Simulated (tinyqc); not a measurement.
Stretching all distances: RHF, UHF, MP2, CISD and CCSD against full CI in the sto-3g basis, for LiH, spin multiplicity 1. Computed by the program tinyqc with PySCF. All coordinates are multiplied by the scale. c0^2 is the weight of the RHF determinant in the lowest singlet FCI state (UHF is spin-contaminated and may lie near states of higher spin) and n(LUMO) the first natural occupation beyond the occupied space.

Geometry (angstrom):
```
atom       x       y       z
Li    0.0000  0.0000  0.0000
H     0.0000  0.0000  1.5380
```

Full CI energy (hartree) and errors against it (kcal/mol):
```
scale  distance 1-2 (angstrom)    E(FCI)     RHF     UHF     MP2   CISD   CCSD  <S^2> UHF   c0^2  n(LUMO)
0.890                    1.369  -7.87621  11.075  11.075   3.829  0.007  0.005      0.000  0.980    0.032
1.050                    1.615  -7.88205  12.995  12.995   4.822  0.009  0.007      0.000  0.974    0.044
1.210                    1.861  -7.87082  16.350  16.350   6.579  0.012  0.009      0.000  0.960    0.067
1.530                    2.353  -7.83404  28.122  18.596  13.013  0.024  0.020      0.646  0.897    0.172
1.690                    2.599  -7.81745  36.989  13.730  17.916  0.034  0.030      0.815  0.838    0.268
1.850                    2.845  -7.80474  47.768   9.075  23.638  0.048  0.043      0.898  0.765    0.389
2.010                    3.091  -7.79604  59.760   5.640  29.304  0.061  0.055      0.942  0.695    0.515
2.170                    3.337  -7.79052  71.938   3.414  33.790  0.072  0.065      0.967  0.638    0.628
```

Estimate the missing row, scale = 1.37.

Computed row:
```
scale  distance 1-2 (angstrom)    E(FCI)     RHF     UHF    MP2   CISD   CCSD  <S^2> UHF   c0^2  n(LUMO)
1.370                    2.107  -7.85292  21.309  20.608  9.253  0.016  0.013      0.243  0.937    0.107
```

UHF parts from RHF first at scale 1.37 of those listed, where <S^2> leaves zero. The weight c0^2 goes from 0.98 to 0.64 and n(LUMO) from 0.03 to 0.63: static correlation grows as the bonds break into open-shell fragments. The spread of the error along the curve, which distorts its shape, is CCSD 0.1, CISD 0.1, UHF 17.2, MP2 30.0, RHF 60.9 kcal/mol.
